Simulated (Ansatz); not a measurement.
Results of LDA (Ansatz, a quantum-chemistry and plane-wave program, plane waves, PAW) for corundum (α-Al2O3).

Numerical settings: plane-wave cutoff 520 eV, 6×6×6 k mesh, scalar-relativistic PAW data made under PBE.

Computed at the level's own relaxed cell.

Hill averages of the elastic tensor: K = 257.4 GPa, G = 163.0 GPa. Volume 8.324 Å³/atom, mean atomic mass 20.392 u.

Problem. Work out the density, the sound velocities of a polycrystal and the elastic Debye temperature at this level.

Solution. ρ = 1.66054 × 20.392/8.324 = 4.068 g/cm³. v_l = √[(K + 4G/3)/ρ] = 10.803 km/s and v_t = √(G/ρ) = 6.330 km/s. The mean follows from 3/v_m³ = 1/v_l³ + 2/v_t³: v_m = 7.018 km/s. Θ_D = (ħ/k_B) v_m (6π²/V)^(1/3) = 76.38 K Å s/km × 7.018 × 1.9233 Å⁻¹ = 1031 K, counting all atoms of the cell.
